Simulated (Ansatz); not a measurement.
The same path of BFH2 + H2S (7 atoms, charge 0, multiplicity 1) was run twice with different band settings. Lost on the way: B1–F2, S5–H7. Made: B1–S5, F2–H7.

All numbers below come from Ansatz 0.2.0, RHF/def2-SVP.

Relaxed end points:

```xyz
7
Properties=species:S:1:pos:R:3
B 0.033 0.469 -0.110
F -0.310 0.723 1.135
H 1.191 0.529 -0.401
H -0.841 0.268 -0.904
S 0.231 -2.722 0.560
H -1.091 -2.904 0.535
H 0.259 -2.392 1.853
```

```xyz
7
Properties=species:S:1:pos:R:3
B 0.112 -0.487 -0.575
F -0.151 -0.024 2.576
H 1.118 0.152 -0.591
H -0.939 -0.055 -0.934
S 0.262 -2.184 0.008
H -1.009 -2.582 -0.103
H 0.079 -0.849 2.287
```

Common settings: spring 5.0 eV/Å²; optimiser quadratic models (default); start path through a guess of the saddle point; force threshold 0.03 eV/Å; iteration limit 60; end points relaxed.

| run | movable images | climbing image |
| --- | --- | --- |
| 1 | 7 | yes |
| 2 | 4 | no |

What does each run give, and how far can it be trusted?

Run 1: converged after 20 iterations, highest image 1.876 eV above the first end. A vibrational analysis at the climbing image gives one clearly imaginary mode, 1625i cm⁻¹: a first-order saddle point.
Run 2: converged after 19 iterations, highest image 1.482 eV above the first end. No image climbed, so the highest image needn't sit at the top of the path.
The orbitals stay closed-shell, which can raise the energy where a bond breaks towards radicals; this wasn't checked here.
